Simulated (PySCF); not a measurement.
Gas-phase reaction: 3 CH₃CN ⇌ (CH₃)₂NH + N₂ + C₄H₂

Method: PySCF energies plus ideal-gas RRHO corrections (1 bar). † marks an energy on the PBE0/def2-TZVP geometry and frequencies; other levels use their own. CCSD(T) freezes the core. 6-31G* has spherical d functions here. All species are closed-shell singlets. B3LYP is the form with VWN-RPA correlation. CCSD(T) isn't extrapolated to the basis-set limit.

```
level               ΔH°(298 K), kJ
------------------  --------------
B3LYP/def2-TZVP†               229
CCSD(T)/def2-SVP†                ?
HF/6-31G*                      270
PBE/def2-SVP                     ?
PBE0/def2-SVP†                   ?
PBE0/def2-TZVP                 228
r2SCAN/def2-TZVP†              228
LDA/def2-TZVP†                   ?
ωB97M-V/def2-TZVP†             233
```

### Question
What belongs in the gaps?

### Answer

- CCSD(T)/def2-SVP†, ΔH°(298 K), kJ: 235
- PBE/def2-SVP, ΔH°(298 K), kJ: 224
- PBE0/def2-SVP†, ΔH°(298 K), kJ: 232
- LDA/def2-TZVP†, ΔH°(298 K), kJ: 212
